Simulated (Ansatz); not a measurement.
C$_{4}$H$_{8}$ (`C/C=C/C`), relaxed with RKS PBE-D4/def2-SVP in the Gaussian-basis code of Ansatz from a rough embedded geometry. The force threshold is 0.03 eV/Å; the program also tests the step.

Total charge 0; spin multiplicity 1.

Start:

```xyz
12

C    -1.619    0.520   -0.952
C    -0.261   -0.013   -0.607
C     0.260    0.013    0.609
C     1.619   -0.520    0.952
H    -1.832    0.384   -2.009
H    -2.391    0.010   -0.376
H    -1.685    1.583   -0.721
H     0.309   -0.443   -1.421
H    -0.309    0.442    1.424
H     2.391    0.009    0.394
H     1.824   -0.408    2.013
H     1.694   -1.577    0.695
```

By how much does the energy fall, and how many steps does the optimiser take? (An estimate is asked.)

Computed: 0.28 eV, in 14 steps, 2 of them rejected.

Which bonds change most? (An estimate is asked.)

The calculation gave: C4–H11 from 1.086 to 1.112 Å; C1–H5 from 1.087 to 1.112 Å; C3–H9 from 1.082 to 1.107 Å; C2–H8 from 1.083 to 1.107 Å.

Give the relaxed structure. (An estimate is asked.)

Ansatz gave: 
```xyz
12

C    -1.666    0.481   -0.931
C    -0.400   -0.199   -0.504
C     0.400    0.199    0.504
C     1.666   -0.481    0.931
H    -1.616    0.807   -1.993
H    -2.539   -0.203   -0.861
H    -1.883    1.374   -0.311
H    -0.111   -1.102   -1.076
H     0.111    1.102    1.076
H     2.539    0.205    0.865
H     1.614   -0.810    1.992
H     1.885   -1.372    0.308
```
